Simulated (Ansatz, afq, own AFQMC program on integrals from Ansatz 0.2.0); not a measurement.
# CHN, singlet in cc-pVDZ, levels against CCSDT(Q)

```xyz
3

N     0.0000    0.0000   -0.9676
C     0.0000    0.0000   -0.0506
H     0.0000    0.0000    1.0182
```

Connectivity, by distances: N–CH.

Basis cc-pVDZ. Noble-gas cores (and the filled d shells of Ga–Kr and In–Xe) are frozen. Integrals, coupled cluster, full CI and functionals: Ansatz 0.2.0; the random walks run on the same integrals in our own AFQMC program. ph-AFQMC/CISD is guided by a CISD state made of CCSD amplitudes; releasing the constraint for a short imaginary time cuts its bias at the price of noise, slowly where states lie close. Error bars are statistical, one sigma.

Determinant: RHF, the one that the program's search chose, which needn't be the lowest solution. The geometry is a point of a scan.

No full CI on the walks' own integrals is used here; CCSDT(Q) serves as the reference and is uncertain by about the last step of the cluster series.

```
T1 diagnostic                               : 0.0081
weight of the determinant in the CISD state : 0.918
size of the correlated space                : 10 electrons in 31 orbitals
```

Reference: CCSDT(Q), correlation energy -7.162 eV. The released energy is read at 2.40 1/Eh (meV from the phaseless value at times in 1/Eh: 7 ± 8 at 0.24, 4 ± 7 at 0.51, -4 ± 7 at 0.99, -12 ± 8 at 1.62, -12 ± 9 at 2.40).

| level | E − E(reference) (meV) | share of correlation (%) |
| --- | --- | --- |
| HF | 7161.6 | 0.00 |
| MP2 | 652.7 | 90.89 |
| CCSD | 212.4 | 97.03 |
| CCSD(T) | 22.9 | 99.68 |
| CCSDT | 14.5 | 99.80 |
| ph-AFQMC/CISD | 7.4 ± 9.5 | 99.90 |
| released AFQMC | -4.2 ± 8.8 | 100.06 |

A walk keeps the symmetry of its determinant, which the program's search chose and which needn't be the lowest solution, so a lower state of the same spin and another symmetry isn't excluded. Released energies are given only where the last usable release times agree within the noise; a slower fall can still hide under it.
